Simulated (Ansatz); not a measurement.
Relaxation of ClFH4Si (7 atoms, charge 0, multiplicity 1), to a largest force component of 0.03 eV/Å in at most 50 steps.

Method: RKS revPBE/6-31G* (Ansatz 0.2.0).

```xyz
7
Properties=species:S:1:pos:R:3
Si -0.398 0.000 -0.424
Cl 0.164 0.000 2.881
H 0.914 0.000 0.279
H -0.499 1.226 -1.285
H -0.499 -1.226 -1.285
F -1.685 0.000 0.554
H -1.141 0.000 2.602
```

Task: Where does it end, and by what steps?

Result: It converged. The force dipped under the threshold on the way, but the program's further checks kept it going. After 14 steps the energy has fallen by 0.311 eV; Cl2 moved furthest, 1.26 Å.

| step | energy less start (eV) | largest force component (eV/Å) | accepted |
| --- | --- | --- | --- |
| 0 | 0.0000 | 1.206 | yes |
| 1 | -0.1457 | 0.862 | yes |
| 2 | -0.2153 | 0.779 | yes |
| 3 | -0.2579 | 0.472 | yes |
| 4 | -0.2804 | 0.190 | yes |
| 5 | -0.2742 | 0.838 | no |
| 6 | -0.2931 | 0.181 | yes |
| 7 | -0.2979 | 0.402 | yes |
| 8 | -0.3073 | 0.067 | yes |
| 9 | -0.3091 | 0.124 | yes |
| 10 | -0.3101 | 0.042 | yes |
| 11 | -0.3104 | 0.011 | yes |
| 12 | -0.3108 | 0.031 | yes |
| 13 | -0.3109 | 0.040 | yes |
| 14 | -0.3110 | 0.018 | yes |

```xyz
7
Properties=species:S:1:pos:R:3
Si -0.344 0.000 -0.708
Cl -0.474 0.000 3.968
H 1.117 0.000 -0.377
H -0.701 1.229 -1.486
H -0.701 -1.229 -1.486
F -1.207 0.000 0.693
H -0.835 0.000 2.718
```

Time of the run: 21 s on 1 thread of Arm Neoverse V2, on a shared host, peak memory 0.12 GiB.
